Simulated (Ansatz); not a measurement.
A made-up structure of BSiNH₅ (charge -1), singlet:

N1  (-1.628, 0.397, -0.892)
B2  (0.593, -0.435, 0.864)
Si3  (-0.270, 0.408, -0.783)
H4  (-1.934, 0.848, -1.756)
H5  (0.659, 0.955, -1.707)
H6  (-0.112, -0.897, 1.646)
H7  (1.335, -1.287, 0.647)
H8  (1.251, 0.270, 1.489)
(Å)

It is relaxed with PBE-D4/def2-SVPD and then PBE0-D4/def2-TZVPD (Ansatz 0.2.0). Atoms count as bonded within 1.22 times the sum of their covalent radii (H–H: 0.88 Å). The end point is not checked to be a true minimum.

**Question.** Does its bonding change? (Judge from chemistry; the calculation decides.)

**Answer.** By the calculation: No: no bond forms or breaks.

Where it ends: The first stage lowers the energy by 3.68 eV in 9 steps. It ends as BSiNH₅ ([BH3][SiH][NH]), total charge -1:
N1  (-1.820, 0.457, -1.026)
B2  (0.643, -0.488, 0.971)
Si3  (-0.251, 0.309, -0.598)
H4  (-1.971, 0.926, -1.915)
H5  (0.714, 0.914, -1.629)
H6  (-0.138, -0.958, 1.777)
H7  (1.401, -1.328, 0.493)
H8  (1.316, 0.428, 1.435)
(Å)

Labels in which every atom is bracketed show which atoms are joined, not bond orders.

For scale, one of the runs: PBE0-D4/def2-TZVPD relaxation, 162 basis functions, launched by `ansatz run in.yaml --threads 2 --pin off --events-out ev --progress --plain --max-ram 4352MiB`. Hardware: 2 CPU threads of an Arm Neoverse V1, shared host. Wall time about 23 s.
